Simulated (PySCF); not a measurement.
Orbital energies and ionisation energy

Species: 2-methyl-2-pentene, C₆H₁₂.
SMILES with atom numbers: `[CH3:1][CH2:2][CH:3]=[C:4]([CH3:5])[CH3:6]` (hydrogens: H7, H8, H9 on C1; H10, H11 on C2; H12 on C3; H13, H14, H15 on C5; H16, H17, H18 on C6)

Geometry (PBE0-D3(BJ)/def2-SVP, Å), atoms numbered from 1 in this order:
```xyz
18
C6H12 angstrom
C      2.4250   -0.6115    0.6023
C      1.5748    0.2378   -0.3395
C      0.2605    0.6256    0.2626
C     -0.9730    0.2450   -0.1089
C     -2.1827    0.7216    0.6414
C     -1.2715   -0.6649   -1.2638
H      3.4075   -0.8414    0.1616
H      1.9236   -1.5639    0.8343
H      2.6011   -0.0921    1.5579
H      2.1340    1.1561   -0.5945
H      1.4287   -0.2976   -1.2902
H      0.3321    1.2887    1.1355
H     -2.8967    1.2241   -0.0337
H     -1.9176    1.4236    1.4447
H     -2.7265   -0.1266    1.0927
H     -0.3712   -1.0226   -1.7792
H     -1.8398   -1.5475   -0.9237
H     -1.9084   -0.1542   -2.0063
```

Level: CAM-B3LYP/def2-SVPD (PySCF). Frontier orbitals with their largest atomic shares (Löwdin; up to four atoms above 4 %):

| orbital | ε (eV) | main atoms |
| --- | --- | --- |
| HOMO−3 | -11.48 | C5 17 %, C4 14 %, C6 14 %, H14 11 % |
| HOMO−2 | -10.85 | C2 24 %, C1 21 %, H10 11 %, H8 9 % |
| HOMO−1 | -10.45 | C2 18 %, C3 16 %, C4 10 %, C6 10 % |
| HOMO | -7.94 | ? |
| LUMO | 1.31 | C6 13 %, C1 12 %, C5 11 %, C3 7 % |
| LUMO+1 | 1.63 | C4 16 %, C3 13 %, C5 11 %, H13 9 % |
| LUMO+2 | 2.10 | C5 16 %, H15 10 %, C2 9 %, H11 7 % |

What vertical ionisation energy does ΔSCF give, and how far is −ε(HOMO) from it?

ΔSCF: 8.67 eV (836 kJ/mol; threshold wavelength 143 nm); ⟨S²⟩ of the doublet left behind is 0.752, against 0.75 for a pure doublet. −ε(HOMO) is 7.94 eV, 0.73 eV below it. For the exact functional −ε(HOMO) would equal the first vertical ionisation energy; CAM-B3LYP (range-separated hybrid) falls short of its own ΔSCF value by 8 %.

On which atoms does the HOMO lie?

C3 (alkene CH carbon) 33 %, C4 (fully substituted alkene carbon) 32 %, C5 (allylic carbon) 6 %, C2 (allylic carbon) 6 %, so no atom holds as much as 40 %. The HOMO−1 lies 2.51 eV lower.

With α = 77.3 au, estimate the like-pair dispersion coefficient by London's formula C6 = (3/4)α²I.

I = 0.3185 Eh, so C6 ≈ 1430 au, a rough estimate.

What total energies stand behind the ΔSCF value?

E(N) = -235.54435 Eh and E(N − 1) = -235.22588 Eh at the same geometry, 0.31847 Eh apart.

Shift the occupied levels rigidly so that −ε(HOMO) equals the ΔSCF value. What binding energies result?

The shift is +0.73 eV: HOMO 8.67, HOMO−1 11.18, HOMO−2 11.58, HOMO−3 12.21 eV. A rigid shift is only a rough guide to the deeper ionisations.

What kinetic energy would electrons from this vertical process carry with 118.2 nm light (10.49 eV)?

10.49 − 8.67 = 1.82 eV.

One conformer (not necessarily the lowest) at the PBE0-D3(BJ)/def2-SVP geometry, without solvent, vibrations or thermal averaging.

These values come from a run that also computed excited states and ΔSCF ions. Time: 56 s wall. Hardware: an x86-64 server with one thread, no GPU (shared host).
